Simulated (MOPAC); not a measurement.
MOPAC input (PM3):

```
PM3 FORCE THERMO(298,298) PRECISE LET UHF MS=0.5 GEO-OK AUX(PRECISION=9) THREADS=1
AlF2

Al   -0.00175525 1    0.37659784 1    0.00383209 1
F     1.50302941 1   -0.27809410 1   -0.00773786 1
F    -1.50036940 1   -0.29221573 1    0.00193465 1
```

Task: Which zero-point energy does it print?

Result: 2.96 kcal/mol, from the harmonic wavenumbers of PM3.
